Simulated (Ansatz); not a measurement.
C₃H₄O₂S, SMILES `O=S1(=O)C=CC1`. The species carries charge 0 and has multiplicity 1. All single points use the PBE0-D4/def2-TZVP geometry.

```xyz
10

O     1.171    1.817   -0.569
S     0.279    1.075    0.271
O    -0.135    1.627    1.527
C    -1.034    0.290   -0.618
C    -0.536   -0.928   -0.418
C     0.717   -0.689    0.385
H    -1.903    0.685   -1.124
H    -0.922   -1.886   -0.745
H     1.657   -0.927   -0.116
H     0.707   -1.065    1.408
```

Question: What is the dipole moment at r2SCAN/def2-TZVPP? (An estimate is asked.)

Answer: The calculation gave: 4.67 D, with components (-1.37, -4.29, -1.24) D in this frame, pointing from negative to positive charge.

Question: And with PBE, B3LYP, ωB97M-V? (Best estimate.)

Answer: The calculation gave: PBE 4.49 D, B3LYP 4.84 D, ωB97M-V 4.92 D.

Question: Give the Mulliken charges with r2SCAN, B3LYP, ωB97M-V in def2-TZVPP. (An estimate is asked.)

Answer: Computed: 
```
atom  r2SCAN  B3LYP  ωB97M-V
  O1   -0.45  -0.44    -0.44
  S2    0.82   0.76     0.78
  O3   -0.45  -0.44    -0.44
  C4   -0.14  -0.14    -0.13
  C5   -0.08  -0.13    -0.11
  C6   -0.11  -0.18    -0.23
  H7    0.12   0.15     0.14
  H8    0.11   0.15     0.15
  H9    0.09   0.13     0.15
 H10    0.09   0.13     0.15
```

B3LYP here is the variant with VWN-RPA as its local correlation; programs differ in this.
